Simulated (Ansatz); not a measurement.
Ansatz (a quantum-chemistry and plane-wave program) input:
A basis named .json is the Basis Set Exchange file of that set.

Ansatz 0.2 input:
```yaml
crystal:
  periodic: [false, false, false]
  atoms:
    - {symbol: P, position_ang: [0.00293147, 0.00160888, 0.12817703]}
    - {symbol: H, position_ang: [-0.00384980, 1.18388197, -0.65609339]}
    - {symbol: H, position_ang: [1.01199153, -0.61366513, -0.65676338]}
    - {symbol: H, position_ang: [-1.05211382, -0.59435001, -0.60979871]}
basis:
  gaussian:
    orbitals: aug-cc-pV_D+d_Z.json
magnetization: {spin_polarized: false}
correlation: {method: ccsd_t, electrons: outside_noble_gas}
output: {forces: true}
```

Task: Which total energy does the run end on?

Result: -342.65436 Eh (CCSD(T)/aug-cc-pV(D+d)Z). The basis has 59 functions.
